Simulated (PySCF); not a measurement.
Run record: excited-state job, `c1ccccc1` (benzene).

Computed with TDDFT PBE0/def2-SVPD, vertical, gas phase, core orbitals frozen in the response (PySCF 2.14.0, density-fitted response routines). Geometry: GFN2-xTB. A driver script takes a list of jobs; this job's settings line and coordinates (Å) are shown.

Input:
```
{"job": {"kind": "uv", "xc": "PBE0", "basis": "def2-SVPD", "nstates": 8, "ntriplets": 3}, "charge": 0, "multiplicity": 1}
C      0.955257     1.002107    -0.020850
C      1.345557    -0.326291    -0.014602
C      0.390424    -1.328534     0.003331
C     -0.955146    -1.002293     0.015758
C     -1.345527     0.326150     0.010127
C     -0.390269     1.328293    -0.007613
H      1.700830     1.784013    -0.035341
H      2.395560    -0.580808    -0.023765
H      0.695148    -2.365161     0.008233
H     -1.700583    -1.784294     0.029811
H     -2.395433     0.581151     0.020213
H     -0.694620     2.364981    -0.011329
```

Output:
```
coarse grid: 10240 points
cycle   1  E = -231.7430488291  dE =  9.519e-01  |g| = 3.175e-01  |ddm| = 2.628e+01
cycle   2  E = -231.7408828215  dE =  2.166e-03  |g| = 3.444e-01  |ddm| = 5.372e+00
cycle   3  E = -231.7733717058  dE = -3.249e-02  |g| = 1.922e-02  |ddm| = 2.459e+00
cycle   4  E = -231.7734502416  dE = -7.854e-05  |g| = 4.945e-03  |ddm| = 2.146e-01
cycle   5  E = -231.7734563355  dE = -6.094e-06  |g| = 1.448e-04  |ddm| = 3.002e-02
final grid: 99480 points
cycle   6  E = -231.8082060374  dE = -2.609e-05  |g| = 6.445e-03  |ddm| = 3.890e-01
cycle   7  E = -231.8082039612  dE =  2.076e-06  |g| = 7.159e-03  |ddm| = 1.301e-01
cycle   8  E = -231.8082178952  dE = -1.393e-05  |g| = 2.704e-04  |ddm| = 5.075e-02
cycle   9  E = -231.8082179089  dE = -1.375e-08  |g| = 1.191e-04  |ddm| = 2.396e-03
cycle  10  E = -231.8082179121  dE = -3.153e-09  |g| = 5.795e-05  |ddm| = 6.044e-04
cycle  11  E = -231.8082179131  dE = -9.683e-10  |g| = 8.063e-06  |ddm| = 2.697e-04
converged SCF energy = -231.8082179131

Static polarisability (au): isotropic 65.702, principal 41.565 77.770 77.770

Singlet excitations
state   eV       nm        f      main configurations
  1   5.5939    221.6   0.00000   H->L 0.47, H-1->L+1 0.47
  2   6.3011    196.8   0.00000   H->L+1 0.47, H-1->L 0.47
  3   7.2621    170.7   0.00212   H->L+2 0.98
  4   7.2623    170.7   0.00236   H-1->L+2 0.98
  5   7.2718    170.5   0.60413   H-1->L 0.46, H->L+1 0.46
  6   7.2719    170.5   0.60436   H-1->L+1 0.46, H->L 0.46
  7   7.7636    159.7   0.00000   H-3->L 0.46, H-2->L+1 0.46
  8   7.8121    158.7   0.08272   H->L+3 0.33, H-1->L+4 0.32, H-3->L+1 0.12

Triplet excitations (Tamm-Dancoff, eV): 4.1936 4.8722 4.8722
```

The SCF starts on a coarse grid where the log names one; the energy can jump when the final grid takes over, and dE then counts from the start density on the new grid. H and L stand for HOMO and LUMO; the number after each pair is its weight.

Question: Give the mean polarisability as a volume in Å³, and the ratio of the largest to the smallest principal value.

Answer: 65.702 au × 0.148185 = 9.74 Å³; 77.770/41.565 = 1.87.

Question: How does the lowest singlet excitation compare with the HOMO–LUMO gap?

Answer: HOMO -7.36 eV and LUMO -0.20 eV give a gap of 7.16 eV; S1 at 5.59 eV lies 1.57 eV below it.

Summary of the converged run: HOMO -7.36 eV, LUMO -0.20 eV; lowest singlet 5.59 eV; lowest triplet 4.19 eV (Tamm–Dancoff); mean polarisability 65.7 au.

On Arm Neoverse V1, one thread (shared host), this took 21 s wall.
Labels such as C1 count atoms from 1, the log's own numbers from 0.
